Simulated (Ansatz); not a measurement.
# AlClO: the cost of one run

Computed with Ansatz 0.2.0, Gaussian basis. Level: def2-QZVPP, core rule «outside noble gas», up to 11 orbitals frozen.

Plan: UHF; ROHF; CCSD(T) on UHF.

5 further runs of the same task are left out: 1 that didn't finish, 4 set aside as unsound or not needed.

**1. The geometry**

The geometry is a PBE0/def2-TZVP stationary point (not a proven minimum) of the parent state, kept for this charge and spin.

3 atoms, charge 1, spin multiplicity 4.

Atoms are counted from 1 here; the program's logs count them from 0.

Bond lengths: Al1–O2 1.750 Å, Al1–Cl3 2.102 Å. Angles: O2–Al1–Cl3 112.3°.

Geometry (Å):

```xyz
3

Al    0.0000   -0.6181    0.6255
O     0.0000    0.6226    1.8602
Cl    0.0000    0.1894   -1.3155
```

**2. UHF**

Input file in.yaml:

```yaml
crystal:
  periodic: [false, false, false]
  atoms:
    - {symbol: Al, position_ang: [0.000000, -0.618067, 0.625527]}
    - {symbol: O, position_ang: [0.000000, 0.622582, 1.860209]}
    - {symbol: Cl, position_ang: [0.000000, 0.189419, -1.315542]}
basis:
  gaussian: {orbitals: "def2-QZVPP.json"}
total_charge: 1
magnetization: {spin_polarized: true, initial_magnetization: 3}
hamiltonian: {xc: hf}
output: {orbitals: {seedname: orbitals}}
```

Run with:

```bash
> ansatz run in.yaml --threads 1 --pin off --events-out ev --progress --plain --max-ram 2393MiB
```

What time and memory should one allow on 1 thread of Arm Neoverse V1, shared host?

About 68 s, with a peak of 0.55 GiB.
